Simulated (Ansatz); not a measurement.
**Rock-salt DyN**

Method: r²SCAN in Ansatz (PAW).

Numerical settings: plane-wave cutoff 500 eV, 14×14×14 k mesh, Fermi–Dirac smearing 0.05 eV, spin-polarised with parallel moments, scalar-relativistic PAW data made under PBE.

Cell: relaxed at this level.

| Property | Result |
|---|---|
| equilibrium volume per atom | 14.46 Å³/atom |
| lattice parameter a | 4.873 Å |

Note: the magnetic order was assumed, not searched for or taken from measurement; the 4f shell is treated without U or exact exchange, so its levels and filling can be wrong.

Spin–orbit coupling is not included.

It cost around 100 core-seconds (rough) of CPU time.

Ansatz is a first-principles code.
